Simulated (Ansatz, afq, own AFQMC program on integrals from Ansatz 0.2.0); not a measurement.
## Breaking Sn3–Br5 in CH$_{4}$BrClOSn, singlet

| atom | x (Å) | y (Å) | z (Å) |
| --- | --- | --- | --- |
| C | -1.4746 | -0.2534 | 0.1511 |
| O | -0.2998 | -0.9324 | -0.2130 |
| Sn | 1.4608 | -0.0629 | -0.2214 |
| Cl | 1.8602 | 0.7520 | 1.9380 |
| Br | 1.3705 | 1.9038 | -1.7308 |
| H | -1.6915 | 0.6043 | -0.5123 |
| H | -1.4444 | 0.1153 | 1.1928 |
| H | -2.3135 | -0.9630 | 0.0682 |
| H | 2.6206 | -1.2101 | -0.6898 |

Products: CH$_{4}$ClOSn (doublet; CH3–O–SnH–Cl) and Br (doublet), each relaxed with PBE0/def2-SVP like the molecule; electronic energies without zero-point terms. Determinants: RHF, UHF and UHF in that order.

Basis def2-SVP with its core potentials. Noble-gas cores (and the filled d shells of Ga–Kr and In–Xe) are frozen. Integrals, coupled cluster, full CI and functionals: Ansatz 0.2.0; the random walks run on the same integrals in our own AFQMC program. The CISD trial takes its coefficients from CCSD amplitudes. Released means that phaseless walkers are propagated on without the constraint, phases kept. Error bars are statistical, one sigma. No spin–orbit coupling. The errors of all members are added in quadrature.

No full CI on the walks' own integrals is used here. The released AFQMC energy serves as the reference, which it does only where one determinant dominates, the energy is flat over the last release times and near the phaseless one (40 meV or 2 meV an electron, half that with transition metals). On small molecules, where full CI could be run and the noise was under 10 meV, such values lay within 10 meV of it in 19 cases of 20, a flattering rate, since the rule was set on those same cases; what remains of the bias isn't in the error bar. Each member takes its own surest rung, up to full CI.

The best estimate is CCSD(T) at the basis-set limit (CBS: def2-TZVPP and def2-QZVPP, with their diffuse functions for anions and beside diffuse sets, CCSD(T) itself extrapolated) plus the step from CCSD(T) to AFQMC with the constraint released in def2-SVP. Rows without CBS are in def2-SVP, the functionals in def2-TZVP; B2PLYP and the wave-function rows carry a basis error of their own. Core correlation and relativity beyond core potentials are missing, and ± holds the sampling alone.

Cautions: inner d shell frozen; no relativity below Rb; no spin-orbit coupling; CH₄BrClOSn (singlet): the released value is read at 0.90 1/Eh with a noise of 13 meV, more than in the cases checked (meV from the phaseless value at times in 1/Eh: -19 ± 10 at 0.21, -15 ± 13 at 0.42, -13 ± 14 at 0.63, 0 ± 13 at 0.90); CH₄ClOSn (doublet): the ph-AFQMC/CISD walk drifts between its halves (2.0 errors), the released value is read at 0.90 1/Eh with a noise of 14 meV, more than in the cases checked (meV from the phaseless value at times in 1/Eh: -12 ± 9 at 0.21, -15 ± 8 at 0.42, -31 ± 13 at 0.63, -27 ± 14 at 0.90).

```
level  bond energy (eV)
B3LYP             3.131
  PBE             3.293
  MP2             3.426
```

(1) From these cheaper values, estimate the bond energy at the level of the best estimate.

(1) 3.624 ± 0.019 eV (best estimate, highest rung released AFQMC).

```tsv
level	bond energy (eV)	error against the best estimate (eV)
HF	2.526	-1.098 ± 0.019
CCSD	3.215	-0.409 ± 0.019
CCSD(T)	3.259	-0.365 ± 0.019
ph-AFQMC/CISD	3.281 ± 0.011	-0.343 ± 0.022
released AFQMC	3.243 ± 0.020	-0.381
HF/CBS	2.573	-1.051 ± 0.019
MP2/CBS	3.792	0.167 ± 0.019
CCSD(T)/CBS	3.633	0.009 ± 0.019
r2SCAN	3.382	-0.243 ± 0.019
PBE0	3.374	-0.250 ± 0.019
wB97M-V	3.429	-0.196 ± 0.019
B2PLYP	3.322	-0.302 ± 0.019
```

Correlation beyond CCSD(T) changes it by less than twice the noise. Going to the basis-set limit adds 0.373 eV at CCSD(T). The perturbative (T) step is worth +0.045 eV.

Best estimates are given only where the step beyond CCSD(T) is under 0.3 eV and no member's determinant is very poor (T1 over 0.05, or 0.07 for open shells, ⟨S²⟩ too high by 0.3, two states mixed), so the hardest cases are missing from such tables.

The functionals ran in a triple-zeta set and keep a basis error of their own, a few kJ/mol for each bond in atomization energies and more for double hybrids, so close places among them and the extrapolated levels can swap.

Each member of a difference takes its own highest rung, so a best estimate needn't equal the limit plus the step of one row. Released energies are given only where the last usable release times agree within the noise; a slower fall can still hide under it. The exponents were fitted on light atoms, and def2 sets of heavy atoms don't grow evenly, so the limit is rough here.
